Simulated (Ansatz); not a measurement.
Two structures of AlSiH₆Cl, singlet, reached by relaxing down either side of one saddle point (PBE0-D4/def2-TZVP). Energies are electronic, without zero-point energy. Program: Ansatz 0.2.0. Basis: def2-TZVPP and def2-QZVPP. Cores are frozen in the correlated methods. Extrapolation: Hartree–Fock as exp(−7.88 √X), correlation as X^−2.97. First:

| atom | x (Å) | y (Å) | z (Å) |
| --- | --- | --- | --- |
| Al1 | -1.3010 | -0.0609 | -0.5042 |
| Si2 | 1.1094 | -0.5980 | -0.3737 |
| H3 | -1.7832 | 1.0332 | -1.5489 |
| H4 | -2.3414 | -1.0644 | 0.1527 |
| H5 | 0.2508 | 1.1725 | 1.5347 |
| Cl6 | -0.9999 | 1.5196 | 1.5431 |
| H7 | 1.9447 | -0.1776 | -1.5345 |
| H8 | 1.6642 | 0.1903 | 0.7957 |
| H9 | 1.4563 | -2.0144 | -0.0647 |

Second:

```xyz
9
angstrom
Al -1.5991 0.2031 -0.2833
Si 0.8627 -0.5808 -0.4431
H -1.8463 0.9888 -1.6394
H -2.3988 -1.1105 0.1073
H 0.9498 0.5176 0.9889
Cl -1.1555 1.5007 1.4195
H 1.9766 0.0198 -1.2385
H 1.7104 0.2497 0.9236
H 1.5001 -1.7883 0.1653
```

(1) Which bonds change from the first to the second?

(2) Give the saddle point's structure and its height above each. (To be estimated.)

No T1 diagnostic of these runs exceeds 0.012. The end structure is not quite a true minimum (one mode of 32i cm⁻¹).

Results:

(1) AlSiH₆Cl ([SiH3][AlH2][ClH]) → AlSiH₄Cl ([SiH2][AlH2][Cl]) + H₂; bonds formed: Si2–H5, H5–H8; dative contacts that become bonds: Al1–Cl6; bonds broken: Si2–H8, H5–Cl6.

(2) Computed: 0.327 eV above the first and 0.243 eV above the second (CCSD(T) at an estimated basis limit (MP2 extrapolated from triple and quadruple zeta, plus CCSD(T) − MP2 in triple zeta)).
```csv
atom,x (Å),y (Å),z (Å)
Al1,-1.4624,0.0911,-0.3708
Si2,0.9612,-0.5906,-0.4143
H3,-1.8366,1.0460,-1.5783
H4,-2.3995,-1.0717,0.1581
H5,0.6016,0.6985,1.0712
Cl6,-0.8544,1.4068,1.4338
H7,2.0083,-0.0245,-1.3136
H8,1.4538,0.3027,0.8822
H9,1.5279,-1.8581,0.1318
```

Labels in which every atom is bracketed show which atoms are joined, not bond orders.

For scale, one of the runs: CCSD(T)/def2-TZVPP, 210 basis functions, launched by `ansatz run in.yaml --threads 2 --pin off --events-out ev --progress --plain --max-ram 4352MiB`. The run took 38 s on 2 CPU threads of an Arm Neoverse V2 (shared host), with 2.5 GiB of host memory at its peak.
